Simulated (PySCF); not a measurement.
propyne (C₃H₄), SMILES C#CC. Geometry: B3LYP-D3(BJ)/def2-TZVP.

TDDFT-PBE/def2-SVPD (PySCF 2.14.0) puts the lowest singlet excitations at 6.71, 6.71, 6.77, 6.96, 6.96, 7.77 eV.

Problem. What are the lowest excitation roots from PySCF with ADC(2)/aug-cc-pVDZ? (The exact figures need the calculation; the answer reports its results.)

Solution. 7.30, 7.30, 7.34, 7.59, 7.59, 8.03 eV. S1 differs by 0.59 eV (second minus first; roots are paired by order, and the bases may differ).
